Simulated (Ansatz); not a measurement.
Ansatz (a program for electronic structure) input (CCSD(T)/STO-3G):

Ansatz 0.2 input:
```yaml
crystal:
  periodic: [false, false, false]
  atoms:
    - {symbol: C, position_ang: [0.00171763, -0.00263817, 0.32505308]}
    - {symbol: F, position_ang: [-0.01708335, 1.26042782, -0.06192073]}
    - {symbol: F, position_ang: [1.09904525, -0.61482395, -0.08303830]}
    - {symbol: F, position_ang: [-1.08310698, -0.64384509, -0.07174301]}
basis:
  gaussian:
    orbitals: STO-3G
magnetization: {spin_polarized: true, initial_magnetization: 1}
correlation: {method: ccsd_t, electrons: outside_noble_gas}
```

End of the output:

```
4 core orbitals not correlated
reference -9019.94341853 eV, -331.4768066938 hartree; 13, 12 occupied and 3, 4 virtual orbitals, 292 factors
second order -2.42217908 eV of doubles, -0.00000000 eV of singles
coupled cluster: 0.05 GiB planned
cycle   1  -2.75824289 eV  change   -3.4e-1 eV  update   7.0e-2
cycle   2  -2.97688345 eV  change   -2.2e-1 eV  update   2.3e-2
cycle   3  -3.01826269 eV  change   -4.1e-2 eV  update   1.1e-2
cycle   4  -3.01754856 eV  change    7.1e-4 eV  update   3.3e-3
cycle   5  -3.01769083 eV  change   -1.4e-4 eV  update   8.6e-4
cycle   6  -3.01789720 eV  change   -2.1e-4 eV  update   3.3e-4
cycle   7  -3.01773978 eV  change    1.6e-4 eV  update   1.2e-4
cycle   8  -3.01780980 eV  change   -7.0e-5 eV  update   3.7e-5
cycle   9  -3.01783720 eV  change   -2.7e-5 eV  update   1.3e-5
perturbative correction -0.13757476 eV, -0.0050557790 hartree
Total energy: -9023.09883049 eV, -331.5927659445 hartree
```

It need not be the lowest isomer of its formula.
